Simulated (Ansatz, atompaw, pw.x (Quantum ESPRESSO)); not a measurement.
**pw.x on diamond Ge: one setting changed**

Potential: PAW, atompaw 4.2.0.5, PBE; core [Ar] 3d10, reference 4s1.5 4p2.5; waves: 4s (bound): rc 1.85 bohr; 4s channel at 0.15 Ry: rc 2.70 bohr; 4p (bound): rc 2.70 bohr; 4p channel at 3.4 Ry: rc 2.50 bohr; 4d channel at 0.15 Ry: rc 2.70 bohr; local part: bessel scheme, radius 1.12 bohr; core correction: smooth core density matched at 2.35 bohr; augmentation: sinc compensation charge, radius 2.05 bohr; PAW radius 2.70 bohr; waves and projectors: custom rrkj gramschmidtortho.

The reference run (k-mesh 8³, cutoffs 40/400 Ry, Fermi–Dirac 0.01 Ry, mixing_beta 0.4, conv_thr 1e-9, no spin) gives -0.03 GPa at 23.951 Å³/atom, where all-electron LAPW gives 0.00 GPa. This run, with its own iteration cap, changes nosym to true.

```
&control
  calculation='scf', prefix='x', pseudo_dir='./', outdir='./tmp', tstress=.true., disk_io='none'
/
&system
  ibrav=0, nat=2, ntyp=1, ecutwfc=40, ecutrho=400, nbnd=11,
  occupations='smearing', smearing='fd', degauss=0.01, nosym=.true.
/
&electrons
  conv_thr=1e-09, mixing_beta=0.4, electron_maxstep=50
/
ATOMIC_SPECIES
Ge 1.0 Ge.UPF
CELL_PARAMETERS angstrom
  0.00000000 2.88253474 2.88253474
  2.88253474 0.00000000 2.88253474
  2.88253474 2.88253474 0.00000000
ATOMIC_POSITIONS crystal
Ge 0.0000 0.0000 0.0000
Ge 0.2500 0.2500 0.2500
K_POINTS automatic
8 8 8 0 0 0
```

```bash
pw.x < Ge.scf.in > Ge.scf.out
```

Question: How does the run end?

Answer: It converges in 12 iterations; the free energy moves by +0.0 meV/atom and the pressure by +0.00 GPa. The result is that of the reference run.

```
lattice parameter (alat)  =       7.7035  a.u.
     unit-cell volume          =     323.2587 (a.u.)^3
     number of electrons       =         8.00
     number of Kohn-Sham states=           11
     kinetic-energy cutoff     =      40.0000  Ry
     charge density cutoff     =     400.0000  Ry
     scf convergence threshold =      1.0E-09
     Exchange-correlation= SLA PW PBX PBC
     number of k points=   260  Fermi-Dirac smearing, width (Ry)=  0.0100
     negative rho (up, down):  1.182E-03 0.000E+00
     iteration #  1     ecut=    40.00 Ry     beta= 0.40
     negative rho (up, down):  1.273E-03 0.000E+00
     total energy              =    -328.32455667 Ry
     estimated scf accuracy    <       0.05346911 Ry
     iteration #  2     ecut=    40.00 Ry     beta= 0.40
     negative rho (up, down):  1.641E-03 0.000E+00
     total energy              =    -328.29115601 Ry
     estimated scf accuracy    <       0.01216321 Ry
     iteration #  3     ecut=    40.00 Ry     beta= 0.40
     negative rho (up, down):  2.386E-03 0.000E+00
     total energy              =    -328.29281726 Ry
     estimated scf accuracy    <       0.00054674 Ry
     iteration #  4     ecut=    40.00 Ry     beta= 0.40
     negative rho (up, down):  4.705E-03 0.000E+00
     total energy              =    -328.29421438 Ry
     estimated scf accuracy    <       0.00024583 Ry
     iteration #  5     ecut=    40.00 Ry     beta= 0.40
     negative rho (up, down):  5.215E-03 0.000E+00
     total energy              =    -328.29440028 Ry
     estimated scf accuracy    <       0.00003413 Ry
     iteration #  6     ecut=    40.00 Ry     beta= 0.40
     negative rho (up, down):  6.739E-03 0.000E+00
     total energy              =    -328.29448242 Ry
     estimated scf accuracy    <       0.00001692 Ry
     iteration #  7     ecut=    40.00 Ry     beta= 0.40
     negative rho (up, down):  7.513E-03 0.000E+00
     total energy              =    -328.29450943 Ry
     estimated scf accuracy    <       0.00000459 Ry
     iteration #  8     ecut=    40.00 Ry     beta= 0.40
     negative rho (up, down):  8.126E-03 0.000E+00
     total energy              =    -328.29451331 Ry
     estimated scf accuracy    <       0.00000053 Ry
     iteration #  9     ecut=    40.00 Ry     beta= 0.40
     negative rho (up, down):  8.014E-03 0.000E+00
     total energy              =    -328.29451415 Ry
     estimated scf accuracy    <       0.00000009 Ry
     iteration # 10     ecut=    40.00 Ry     beta= 0.40
     negative rho (up, down):  8.107E-03 0.000E+00
     total energy              =    -328.29451419 Ry
     estimated scf accuracy    <          6.8E-09 Ry
     iteration # 11     ecut=    40.00 Ry     beta= 0.40
     negative rho (up, down):  8.040E-03 0.000E+00
     total energy              =    -328.29451420 Ry
     estimated scf accuracy    <          7.0E-09 Ry
     iteration # 12     ecut=    40.00 Ry     beta= 0.40
     negative rho (up, down):  8.052E-03 0.000E+00
     the Fermi energy is     5.2678 ev
!    total energy              =    -328.29451420 Ry
     estimated scf accuracy    <          4.3E-10 Ry
     smearing contrib. (-TS)   =      -0.00078481 Ry
     The total energy is F=E-TS. E is the sum of the following terms:
     one-electron contribution =       5.10748311 Ry
     hartree contribution      =       1.18953434 Ry
     xc contribution           =      -5.51077896 Ry
     ewald contribution        =     -15.82257851 Ry
     one-center paw contrib.   =    -313.25738937 Ry
     convergence has been achieved in  12 iterations
     negative rho (up, down):  8.052E-03 0.000E+00
          total   stress  (Ry/bohr**3)                   (kbar)     P=       -0.31
     Message from routine punch:
     Nothing written, as per user request (disk_io='none')
```

The run took about 76 s on one core of a shared host (Intel(R) Xeon(R) Platinum 8259CL CPU @ 2.50GHz, 96 threads, 755 GiB, load 41).
